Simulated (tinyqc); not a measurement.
Inside a calculation. Method: RHF in the sto-3g basis, for H3O+, spin multiplicity 1. One step of it, computed by the program tinyqc.

Question. Orthogonalisation. S = U s U^T; symmetric (Loewdin) form X = U s^(-1/2) U^T, so that X^T S X = 1.

overlap S:
```
           1O 1s     1O 2s     1O 2px     1O 2py     1O 2pz      2H 1s      3H 1s      4H 1s
1O 1s   1.000000  0.236704   0.000000   0.000000   0.000000   0.056844   0.056837   0.056837
1O 2s   0.236704  1.000000   0.000000   0.000000   0.000000   0.489245   0.489210   0.489210
1O 2px  0.000000  0.000000   1.000000   0.000000   0.000000   0.396921  -0.198441  -0.198441
1O 2py  0.000000  0.000000   0.000000   1.000000   0.000000   0.000000   0.343735  -0.343735
1O 2pz  0.000000  0.000000   0.000000   0.000000   1.000000  -0.056580  -0.056575  -0.056575
2H 1s   0.056844  0.489245   0.396921   0.000000  -0.056580   1.000000   0.220807   0.220807
3H 1s   0.056837  0.489210  -0.198441   0.343735  -0.056575   0.220807   1.000000   0.220778
4H 1s   0.056837  0.489210  -0.198441  -0.343735  -0.056575   0.220807   0.220778   1.000000
```

Give: eigenvalues of S; X.

Answer.

eigenvalues of S: 0.316  0.391  0.391  0.962  1.018  1.388  1.388  2.145

X:
```
         1O 1s   1O 2s  1O 2px  1O 2py  1O 2pz   2H 1s   3H 1s   4H 1s
1O 1s    1.025  -0.153   0.000   0.000   0.003   0.021   0.021   0.021
1O 2s   -0.153   1.365   0.000   0.000  -0.039  -0.292  -0.292  -0.292
1O 2px   0.000   0.000   1.141   0.000   0.000  -0.299   0.149   0.149
1O 2py   0.000   0.000   0.000   1.141   0.000   0.000  -0.259   0.259
1O 2pz   0.003  -0.039   0.000   0.000   1.004   0.033   0.033   0.033
2H 1s    0.021  -0.292  -0.299   0.000   0.033   1.231  -0.076  -0.076
3H 1s    0.021  -0.292   0.149  -0.259   0.033  -0.076   1.231  -0.076
4H 1s    0.021  -0.292   0.149   0.259   0.033  -0.076  -0.076   1.231
```
